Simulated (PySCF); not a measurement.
Species: C2H7Si (doublet state).
Geometry (GFN2-xTB, Å), atoms numbered from 1 in this order:
```
atom  x, y, z in Å
C1    -0.9661    0.6501    0.0593
C2    -0.2183   -0.6571    0.3127
Si3    1.5815   -0.5718   -0.2860
H4    -1.9965    0.5845    0.4076
H5    -0.4853    1.4757    0.5804
H6    -0.9830    0.8844   -1.0034
H7    -0.2485   -0.8819    1.3807
H8    -0.7442   -1.4703   -0.1915
H9     1.6926   -0.4142   -1.7317
H10    2.3767    0.4052    0.4493
```

The hyperfine couplings belong to this conformer and change with its torsions.

Identity: `CC[SiH2]` [radical].

Theory: UKS B3LYP, pcH-1 on C H Si, non-relativistic, mean-field spin-orbit, GIAO (PySCF 2.14.0). The structure is a single GFN2-xTB conformer in the gas phase; no vibrational or solvent corrections. The geometry wasn't refined by DFT: couplings that depend on bond lengths, twists or pyramidal angles can differ widely from those at the functional's own minimum, by a factor of two or more for some ions and for spin on atoms past the first row. No stability test was run, so a lower SCF solution isn't excluded.

Task: The isotropic 13C couplings are +43.8, +15.6 MHz. Assign them to C1; C2.

Result: 
| site | a_iso (MHz) | ρ(0) (bohr⁻³) | position | distance from Si3 (Å) | spin population | largest \|T\| (MHz) |
| --- | --- | --- | --- | --- | --- | --- |
| C1 | +43.8 | +0.0390 | 2 bonds from Si3 | 2.85 | +0.01 | 5.2 |
| C2 | +15.6 | +0.0138 | 1 bond from Si3 | 1.90 | -0.01 | 6.3 |

Task: The isotropic 1H couplings, averaged over equivalent nuclei, are +23.1, +8.7, +2.2 MHz. Assign them to H4/H5/H6; H7/H8; H9/H10.

Result: 
```
    site  a_iso (MHz)  ρ(0) (bohr⁻³)          position  distance from Si3 (Å)  bound to  spin population there  largest |T| (MHz)
H4/H5/H6         +8.7        +0.0019  3 bonds from Si3                   3.30        C1                  +0.01                3.7
   H7/H8         +2.2        +0.0005  2 bonds from Si3                   2.49        C2                  -0.01                6.4
  H9/H10        +23.1        +0.0052   1 bond from Si3                   1.46       Si3                  +1.01               10.5
```

ρ(0) is the spin density at the nucleus and T the dipolar tensor; a_iso includes a spin–orbit part; entries for several nuclei are means. The largest Mulliken spin population is on Si3 (+1.01). The angles at Si3 add up to 338.4°, so it is pyramidal.

Nuclei that the bonding pattern makes equivalent are averaged, as if the motion that swaps them (rotation, inversion, ring flip) were fast. The three 1H nuclei of mean +8.7 MHz run from 0.6 to 24.9 MHz in the frozen geometry.
